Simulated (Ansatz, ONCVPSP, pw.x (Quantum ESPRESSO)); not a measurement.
# pw.x on diamond Si: one setting changed

Potential: optimised norm-conserving Vanderbilt (ONCV), ONCVPSP 4.0.1.1 (patched build), LDA (Perdew-Wang 92); core [Ne], reference 3s1 3p3; waves: 3s: rc 1.90 bohr, ncon 4, nbas 7, qcut 3.3 1/bohr, 2 projectors, debl 3.9 Ha; 3p: rc 2.20 bohr, ncon 4, nbas 8, qcut 3.6 1/bohr, 3 projectors, debl 3.1 Ha; d scattering state at 0.12 Ha: rc 2.35 bohr, ncon 3, nbas 6, qcut 4.6 1/bohr, 3 projectors, debl 0.9 Ha; local part: polynomial inside 1.25 bohr (lpopt 2, dvloc0 0 Ha); core correction: polynomial model core, fcfact 0.6.

The reference run (k-mesh 9³, cutoffs 75/300 Ry, Fermi–Dirac 0.01 Ry, mixing_beta 0.4, conv_thr 1e-9, no spin) gives -0.47 GPa at 19.694 Å³/atom, where all-electron LAPW gives -0.03 GPa. This run, with its own iteration cap, changes nosym to true.

```
&control
  calculation='scf', prefix='x', pseudo_dir='./', outdir='./tmp', tstress=.true., disk_io='none'
/
&system
  ibrav=0, nat=2, ntyp=1, ecutwfc=75, ecutrho=300, nbnd=11,
  occupations='smearing', smearing='fd', degauss=0.01, nosym=.true.
/
&electrons
  conv_thr=1e-09, mixing_beta=0.4, electron_maxstep=50
/
ATOMIC_SPECIES
Si 1.0 Si.UPF
CELL_PARAMETERS angstrom
  0.00000000 2.70050288 2.70050288
  2.70050288 0.00000000 2.70050288
  2.70050288 2.70050288 0.00000000
ATOMIC_POSITIONS crystal
Si 0.0000 0.0000 0.0000
Si 0.2500 0.2500 0.2500
K_POINTS automatic
9 9 9 0 0 0
```

```bash
pw.x < Si.scf.in > Si.scf.out
```

Question: How does the run end?

Answer: It converges in 7 iterations; the free energy moves by +0.0 meV/atom and the pressure by +0.00 GPa. The result is that of the reference run.

```
lattice parameter (alat)  =       7.2170  a.u.
     unit-cell volume          =     265.8034 (a.u.)^3
     number of electrons       =         8.00
     number of Kohn-Sham states=           11
     kinetic-energy cutoff     =      75.0000  Ry
     charge density cutoff     =     300.0000  Ry
     scf convergence threshold =      1.0E-09
     Exchange-correlation= SLA  PW   NOGX NOGC
     number of k points=   365  Fermi-Dirac smearing, width (Ry)=  0.0100
     iteration #  1     ecut=    75.00 Ry     beta= 0.40
     total energy              =     -21.63420720 Ry
     estimated scf accuracy    <       0.11432424 Ry
     iteration #  2     ecut=    75.00 Ry     beta= 0.40
     total energy              =     -21.62622324 Ry
     estimated scf accuracy    <       0.02607361 Ry
     iteration #  3     ecut=    75.00 Ry     beta= 0.40
     total energy              =     -21.62894209 Ry
     estimated scf accuracy    <       0.00025212 Ry
     iteration #  4     ecut=    75.00 Ry     beta= 0.40
     c_bands:  1 eigenvalues not converged
     c_bands:  1 eigenvalues not converged
     total energy              =     -21.62899110 Ry
     estimated scf accuracy    <       0.00003633 Ry
     iteration #  5     ecut=    75.00 Ry     beta= 0.40
     total energy              =     -21.62899366 Ry
     estimated scf accuracy    <       0.00000067 Ry
     iteration #  6     ecut=    75.00 Ry     beta= 0.40
     total energy              =     -21.62899378 Ry
     estimated scf accuracy    <          5.9E-09 Ry
     iteration #  7     ecut=    75.00 Ry     beta= 0.40
     the Fermi energy is     6.4015 ev
!    total energy              =     -21.62899379 Ry
     estimated scf accuracy    <          9.1E-11 Ry
     smearing contrib. (-TS)   =      -0.00037363 Ry
     The total energy is F=E-TS. E is the sum of the following terms:
     one-electron contribution =       5.17235480 Ry
     hartree contribution      =       1.08065918 Ry
     xc contribution           =     -10.99250858 Ry
     ewald contribution        =     -16.88912557 Ry
     convergence has been achieved in   7 iterations
          total   stress  (Ry/bohr**3)                   (kbar)     P=       -4.75
     Message from routine punch:
     Nothing written, as per user request (disk_io='none')
```

The run took about 4.5 min on one core of a shared host (Neoverse-N1, 64 threads, 124 GiB, load 58).
